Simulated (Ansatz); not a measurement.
AlB2H5, SMILES B[BH][AlH2], a rigid scan of one bond length

With Ansatz's Python interface.

The cells in order, each with its output:

In [1]:
```python
from dataclasses import dataclass
import warnings

import ansatz as az
from ase import Atoms
import numpy as np
```

In [2]:
```python
@dataclass(frozen=True)
class RunConfig:
    basis_set: str = "6-31G*"
    functional: str = "hf"
```

In [3]:
```python
settings = RunConfig()
```

In [4]:
```python
warnings.simplefilter("ignore", az.DeckWarning)
```

In [5]:
```python
atoms = Atoms(["B", "B", "Al", "H", "H", "H", "H", "H"], positions=[
    (-1.1978, 0.6548, -0.753),
    (0.0992, 0.6979, 0.1953),
    (1.0593, -1.0656, 0.5844),
    (-1.5742, -0.3009, -1.2277),
    (-1.8062, 1.7062, -1.0094),
    (0.5008, 1.7303, 0.6516),
    (0.5802, -2.4354, -0.0156),
    (2.4309, -1.0444, 1.5186),
])
system = az.Crystal.molecule_from_ase(atoms)
```

In [6]:
```python
symbols = [site.symbol for site in system.cartesian_sites]
start = np.array([site.position_ang for site in system.cartesian_sites])
axis = (start[7] - start[2]) / np.linalg.norm(start[7] - start[2])
moving = [7]
lengths, energies = [1.46, 1.527, 1.593, 1.66, 1.726, 1.792, 1.859, 1.958], []
for length in lengths:
    xyz = start.copy()
    xyz[moving] += (length - np.linalg.norm(start[7] - start[2])) * axis
    point = az.Crystal.molecule()
    for symbol, place in zip(symbols, xyz):
        point = point.atom(symbol, place.tolist())
    base = (
        point.calculation()
        .basis(gaussian=settings.basis_set)
        .functional(settings.functional)
    )
    data = base.run(threads=1).report
    energies.append(data["free_energy_ev"])
    print(f"r = {length:6.3f} A  E = {energies[-1]:.5f} eV  <S^2> = {abs(data['mean_field']['state']['spin_squared']):.3f}")
```
```text
r =  1.460 A  E = -8001.44427 eV  <S^2> = 0.000
r =  1.527 A  E = -8001.56578 eV  <S^2> = 0.000
r =  1.593 A  E = -8001.60527 eV  <S^2> = 0.000
r =  1.660 A  E = -8001.58222 eV  <S^2> = 0.000
r =  1.726 A  E = -8001.51151 eV  <S^2> = 0.000
r =  1.792 A  E = -8001.40440 eV  <S^2> = 0.000
r =  1.859 A  E = -8001.26758 eV  <S^2> = 0.000
r =  1.958 A  E = -8001.02888 eV  <S^2> = 0.000
```

In [7]:
```python
# quartic fit about the minimum
fit = np.polynomial.Polynomial.fit(lengths, np.array(energies) - min(energies), 4).convert()
roots = [r.real for r in fit.deriv().roots() if abs(r.imag) < 1e-9 and fit.deriv(2)(r.real) > 0]
r_e = min(roots, key=lambda r: abs(r - lengths[int(np.argmin(energies))]))
print(f"minimum of the fit at {r_e:.4f} A, force constant {fit.deriv(2)(r_e):.2f} eV/A^2")
```
```text
minimum of the fit at 1.5997 A, force constant 13.87 eV/A^2
```

Total energies depend on the basis set; only differences at equal settings carry meaning. The rest of the molecule is held rigid at a force-field or estimated start geometry, and the basis set is modest; single-reference methods fail as a bond breaks. Hartree-Fock leaves correlation out, so bond, atomisation and ionisation energies come out well too low. The orbitals are restricted, so S² is zero by construction. Hardware and time: 4.3 s on 1 thread of Arm Neoverse V1 (shared host), peak memory 0.16 GiB.
